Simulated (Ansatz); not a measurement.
Chalcopyrite CuGaSe2, treated with LDA (plane waves, PAW; Ansatz, a first-principles code).

Run with plane-wave cutoff 520 eV, 8×8×8 k mesh, Fermi–Dirac smearing 0.01 eV, no spin polarisation, scalar-relativistic PAW data made under PBE.

The cell is scaled about its equilibrium volume (c/a stays at 1.989):

Shape and atoms are relaxed at each volume.

```csv
V (Å³/atom),P (GPa),direct gap at Γ (eV)
19.954,3.50,0.356
20.369,1.65,0.262
20.785,0.00,0.171
21.201,-1.47,0.086
21.616,-2.78,0.007
```

Measured, for comparison: band gap 1.67 eV (temperature not stated, not corrected to a static lattice, direct or pseudo-direct at Γ; as tabulated in Ghosh et al. (2024), arXiv:2401.16805).

Note: the bulk modulus comes from volumes at which shape and atoms were relaxed.

Spin–orbit coupling is not included.
